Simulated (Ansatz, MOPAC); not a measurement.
Process, species as SMILES: C=CCO + 2 C (CH4) -> C=C (C2H4) [ethene] + CC (C2H6) + CO (CH4O)

Wanted: bond separation energy (enthalpy at 298 K), in kcal/mol. Conventions: PM7 with its own dispersion and hydrogen-bond terms; six Cartesian d functions in 6-31G* and its kin unless marked 5d; dispersion terms only where a functional's name holds one; no spin-orbit coupling; valence correlation only; non-relativistic. Ab initio and DFT rows: single points at B3LYP-D3(BJ) geometries (Ansatz, an electronic-structure program), with unscaled harmonic terms from B3LYP/6-31G* (Ansatz) at its own minima. Semi-empirical rows: MOPAC heats of formation at their own minima for 298 K.

```csv
species,coefficient,"E at MP2/6-31G* (Ansatz), Eh","E at PBE0/def2-TZVPD (Ansatz), Eh","H(298 K) - E, kcal/mol","heat of formation at PM7 (MOPAC), kcal/mol"
C=CCO,-1,-192.47701,-192.96777,57.28,-34.17
C (CH4),-2,-40.33255,-40.47422,30.76,-14.40
C=C (C2H4),+1,-78.28486,-78.51248,34.64,13.85
CC (C2H6),+1,-79.49472,-79.75036,49.98,-18.20
CO (CH4O),+1,-115.34601,-115.63936,34.95,-48.94
```

Measured values: Active Thermochemical Tables 1.112 (ions: stationary electron), as tabulated in the package chemicals; CRC Handbook, as tabulated in the package chemicals; they hold spin-orbit and core effects, anharmonicity and other conformers.  Value to compare with, the measured value: 10.0 kcal/mol. 1 Eh = 627.5095 kcal/mol.

### Question
Compute it at each level from the table, and compare with the measured value.

### Answer

- MP2/6-31G*: the sum of coefficient times E is 0.01652 Eh, or 10.37 kcal/mol; the thermal terms add 0.77. Result: 11.1 kcal/mol. Its error against the measured value is 1.1 kcal/mol.
- PBE0/def2-TZVPD: the sum of coefficient times E is 0.01401 Eh, or 8.79 kcal/mol; the thermal terms add 0.77. Result: 9.6 kcal/mol. Its error against the measured value is -0.4 kcal/mol.
- PM7: the sum of coefficient times heat of formation is 9.68 kcal/mol; it needs no thermal term. Its error against the measured value is -0.3 kcal/mol.
